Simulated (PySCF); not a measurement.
**Two-photon absorption: cyclopropylmethylamine (SMILES NCC1CC1)**

Geometry:
| atom | x (Å) | y (Å) | z (Å) |
| --- | --- | --- | --- |
| N1 | 1.992 | -0.459 | 0.481 |
| C2 | 0.688 | -0.904 | 0.016 |
| C3 | -0.385 | 0.019 | 0.511 |
| C4 | -0.703 | 1.255 | -0.278 |
| C5 | -1.680 | 0.119 | -0.226 |
| H6 | 2.725 | -1.068 | 0.141 |
| H7 | 2.184 | 0.472 | 0.129 |
| H8 | 0.603 | -0.974 | -1.082 |
| H9 | 0.515 | -1.912 | 0.408 |
| H10 | -0.425 | 0.116 | 1.591 |
| H11 | -0.943 | 2.166 | 0.256 |
| H12 | -0.165 | 1.407 | -1.207 |
| H13 | -1.801 | -0.482 | -1.120 |
| H14 | -2.588 | 0.251 | 0.349 |

Computed, not measured: TDDFT CAM-B3LYP/def2-TZVPD excited states, vertical, gas phase in PySCF. Geometry: PBE0-D3(BJ)/def2-TZVP.

(1) How strongly do the lowest singlets absorb one photon, and two photons of half the energy?

Answers

(1) δ for parallel linear polarisation; σ at the peak of a Lorentzian of half width 0.1 eV, single beam; Ω is circular over linear.
```
state  E (eV)      f  photon λ (nm)  δ (au)  σ (GM)     Ω                                  main
   S1    6.01  0.013            413    30.3    0.40  1.50                        HOMO→LUMO 0.79
   S2    7.00  0.016            354    11.7    0.21  1.23    HOMO→LUMO+2 0.47, HOMO→LUMO+1 0.30
   S3    7.32  0.052            339    8.59    0.17  1.42    HOMO→LUMO+3 0.71, HOMO→LUMO+5 0.09
   S4    7.37  0.003            336    81.3    1.62  0.63    HOMO→LUMO+1 0.29, HOMO→LUMO+2 0.27
   S5    7.73  0.012            321    51.2    1.12  0.91  HOMO−1→LUMO 0.70, HOMO−1→LUMO+2 0.12
   S6    7.92  0.007            313    39.2    0.90  1.18  HOMO−2→LUMO 0.36, HOMO−2→LUMO+1 0.33
```

Among these, the strongest one-photon state is S3, the strongest two-photon state S4, with a dipole change of 8.1 D (relaxed, norm of the difference vector).
